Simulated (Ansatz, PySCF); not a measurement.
CCl4, SMILES ClC(Cl)(Cl)Cl. Atoms are numbered in the order given.

```xyz
5

Cl     1.0311     1.0311    -1.0311
C      0.0000     0.0000     0.0000
Cl    -1.0311     1.0311     1.0311
Cl    -1.0311    -1.0311    -1.0311
Cl     1.0311    -1.0311     1.0311
```

Geometry optimised at B3LYP-D3(BJ)/def2-SVP.

Two levels are set side by side: PBE-D3(BJ)/def2-SVP (Ansatz, a program for electronic structure) and B3LYP-D3(BJ)/def2-SVP (Ansatz). Each level has its own optimised geometry; the coordinates shown are those of the second. Frequencies come from the Hessian of PySCF at each geometry. Differences are taken from unrounded values.

```json
[
 {"quantity": "mean bond length (Å)", "B3LYP-D3(BJ)": "1.786", "PBE-D3(BJ)": "1.788", "PBE-D3(BJ) minus B3LYP-D3(BJ)": "0.002"},
 {"quantity": "bond Cl1–C2 (Å)", "B3LYP-D3(BJ)": "1.786", "PBE-D3(BJ)": "1.788", "PBE-D3(BJ) minus B3LYP-D3(BJ)": "0.002"},
 {"quantity": "bond C2–Cl3 (Å)", "B3LYP-D3(BJ)": "1.786", "PBE-D3(BJ)": "1.788", "PBE-D3(BJ) minus B3LYP-D3(BJ)": "0.002"},
 {"quantity": "bond C2–Cl4 (Å)", "B3LYP-D3(BJ)": "1.786", "PBE-D3(BJ)": "1.788", "PBE-D3(BJ) minus B3LYP-D3(BJ)": "0.002"},
 {"quantity": "bond C2–Cl5 (Å)", "B3LYP-D3(BJ)": "1.786", "PBE-D3(BJ)": "1.788", "PBE-D3(BJ) minus B3LYP-D3(BJ)": "0.002"},
 {"quantity": "highest harmonic wavenumber (cm⁻¹)", "B3LYP-D3(BJ)": "759", "PBE-D3(BJ)": "730", "PBE-D3(BJ) minus B3LYP-D3(BJ)": "-29"},
 {"quantity": "mean harmonic wavenumber (cm⁻¹)", "B3LYP-D3(BJ)": "456", "PBE-D3(BJ)": "441", "PBE-D3(BJ) minus B3LYP-D3(BJ)": "-15"},
 {"quantity": "zero-point energy (kcal/mol)", "B3LYP-D3(BJ)": "5.86", "PBE-D3(BJ)": "5.67", "PBE-D3(BJ) minus B3LYP-D3(BJ)": "-0.19"}
]
```
